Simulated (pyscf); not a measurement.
# Hydrogen abstraction: H₃C–Cl (SMILES CCl) + H• (SMILES [H]) → •H₂C–Cl (SMILES [CH2]Cl) + H₂ (SMILES [H][H])

Gas phase, doublet surface, charge 0. Bonds broken: C1–H3. Bonds formed: H3–H6. Structures and frequencies: ωB97X-D3(BJ)/def2-SVP in PySCF.

Transition state (Å):

```xyz
6

C      0.1166     0.2207    -0.3528
Cl     1.5339     1.1583    -0.7218
H      0.1698    -0.1453     0.9603
H     -0.8063     0.8085    -0.4258
H      0.0927    -0.7338    -0.8920
H      0.2050    -0.3976     1.8628
```

One imaginary mode, 1495i cm⁻¹; descent along it reached the two sides named.

| bond | change | reactant side (Å) | saddle | product side |
|---|---|---|---|---|
| C1–H3 | breaks | 1.098 | 1.364 | 3.0 |
| H3–H6 | forms | 3.4 | 0.938 | 0.762 |

Electronic energies relative to the separated reactants (kJ/mol):

| level | barrier | reaction energy | reverse barrier |
|---|---|---|---|
| ωB97X-D3(BJ)/def2-TZVP | 49.3 | -7.6 | 56.9 |
| PBE/def2-TZVP | 24.5 | -10.8 | 35.3 |
| r²SCAN/def2-TZVP | 20.7 | -26.2 | 46.9 |
| B3LYP-D3(BJ)/def2-TZVP | 26.2 | -22.5 | 48.7 |
| PBE0-D3(BJ)/def2-TZVP | 37.0 | -6.3 | 43.3 |
| M06-2X/def2-TZVP | 55.6 | -6.5 | 62.1 |
| ωB97M-D3(BJ)/def2-TZVP | 49.2 | -8.0 | 57.2 |
| HF/def2-TZVP | 98.2 | -2.0 | 100.2 |

With ωB97M-D3(BJ)/def2-TZVP energies and thermal terms (ideal gas, 1 atm, RRHO with modes under 100 cm⁻¹ raised to 100, one conformer, R ln 2 for chiral ones without a mode under 150 cm⁻¹), in kJ/mol:

| T (K) | ΔH‡ | ΔG‡ | ΔH | ΔG |
|---|---|---|---|---|
| 298 | 38.0 | 63.7 | -17.8 | -27.0 |
| 600 | 36.9 | 90.3 | -15.1 | -37.7 |
| 900 | 36.8 | 117.1 | -14.9 | -49.1 |
| 1200 | 36.7 | 143.9 | -16.2 | -60.3 |

One saddle was located; it need not be the lowest between these sides. The angle at the transferred H is 180°.
